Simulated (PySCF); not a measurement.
Basis-set dependence of AlF at CCSD(T)

PySCF, RHF reference; singlet, unpaired electrons none; De to Al + F without counterpoise correction. Frozen cores follow the default of each basis and core potential.

```tsv
basis	relativity	functions	Re (Å)	ωe (cm⁻¹)	De (eV)	frozen orbitals
STO-3G	no relativity	14	1.628	955	n/a	6
3-21G	no relativity	22	1.681	843	5.71	6
pcseg-1	no relativity	32	1.694	788	6.54	6
def2-SVPD	no relativity	47	1.707	761	6.74	6
def2-TZVPP	no relativity	73	1.665	797	6.83	6
def2-TZVPPD	no relativity	88	1.669	785	6.85	6
```

Q: How does each smaller set differ from the one with most functions, def2-TZVPPD?

A: STO-3G: -4.1 pm, +21.7 % in ωe; 3-21G: +1.2 pm, +7.4 % in ωe, -1.14 eV in De; pcseg-1: +2.5 pm, +0.4 % in ωe, -0.31 eV in De; def2-SVPD: +3.8 pm, -3.1 % in ωe, -0.11 eV in De; def2-TZVPP: -0.4 pm, +1.5 % in ωe, -0.02 eV in De. All at CCSD(T); the set with most functions is neither the basis-set limit nor always the best.

Correlated steps freeze 6 core orbitals. Correlated levels converge slowly with the basis: in double zeta they bind strong bonds too weakly, by up to about 1 eV, and carry superposition errors of some tenths. Where the molecule has an RHF reference, its open-shell atoms are computed with UHF. The CCSD T1 diagnostic is raised in AlF, a sign that a single reference may not be enough there. 3-21G and STO-3G are very small, so such numbers show the basis as much as the molecule.
